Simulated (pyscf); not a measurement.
# Routes from H₂N–SiH₂–NH–SiH₃ (SMILES N[SiH2]N[SiH3]) + H₂ (SMILES [H][H])

Candidate steps break at most two bonds and form at most two. Each was searched with GFN2-xTB (tblite) first. PySCF, gas phase, ωB97X-D3(BJ)/def2-SVP geometries. Energies: ωB97M-D3(BJ)/def2-TZVP, eV, from the separated reactants, singlet surface.

```csv
products,type,ΔE‡,ΔE,ΔG‡ 298 K,ΔG‡ 900 K,ν‡ (cm⁻¹)
H₃Si–NH–SiH₃ + NH₃,four-centre exchange,1.93,+0.46,2.38,3.24,1403i
H₂N–SiH₂–NH₂ + SiH₄,four-centre exchange,2.20,+0.33,2.59,3.38,1389i
```

Row 1: On the product side the descent ends in a complex (not fully relaxed), 0.18 eV under the separated species and 1.65 eV under the saddle at ωB97X-D3(BJ)/def2-TZVP. 

Plain bond fissions and candidates not yet searched are not listed, and one of them may be faster. Each barrier is that of the saddle found; lower ones may exist.
